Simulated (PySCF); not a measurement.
SiB from Hartree–Fock to correlated methods

State: ⁴Σ⁻ (quartet), unpaired electrons σ ↑, π ↑↑. Set-up: PySCF, spin-free X2C with a Gaussian nucleus, basis sets Si jorge-DZP-DKH, B jorge-DZP-DKH. De refers to Si + B in their high-spin ground configurations, without counterpoise correction. The functionals are run spin-unrestricted. A positive dipole means Si(−)B(+).

| Level | Re (Å) | ωe (cm⁻¹) | De (eV) | μ (D) |
| --- | --- | --- | --- | --- |
| UHF | 1.879 | 853 | 2.27 | -0.06 |
| UHF-MP2 | 1.929 | 750 | 3.01 | n/a |
| UHF-SCS-MP2 | 1.926 | 743 | 2.65 | n/a |
| UHF-CCSD | 1.938 | 728 | 2.73 | n/a |
| UHF-CCSD(T) | 1.950 | 713 | 2.89 | n/a |
| LDA | 1.929 | 736 | 4.18 | -0.78 |
| PBE | 1.945 | 718 | 3.67 | -0.62 |
| r²SCAN | 1.926 | 757 | 3.62 | -0.32 |
| PBE0 | 1.920 | 760 | 3.46 | -0.46 |
| M06 | 1.922 | 740 | 3.43 | -0.57 |
| M06-2X | 1.905 | 779 | 3.48 | -0.63 |

The bond length runs from 1.879 Å (UHF) to 1.950 Å (UHF-CCSD(T)). De spans 2.27 eV (UHF, mean field) to 4.18 eV (LDA, local density). Correlation at CCSD(T) changes the Hartree–Fock bond energy by +0.62 eV; the triples alone change it by +0.16 eV.

Correlated steps freeze 6 core orbitals. Correlated levels converge slowly with the basis: in double zeta they bind strong bonds too weakly, by up to about 1 eV, and carry superposition errors of some tenths. The CCSD T1 diagnostic is raised, a sign that a single reference may not be enough here. The state was picked by a PBE0 search and need not be the measured ground state.
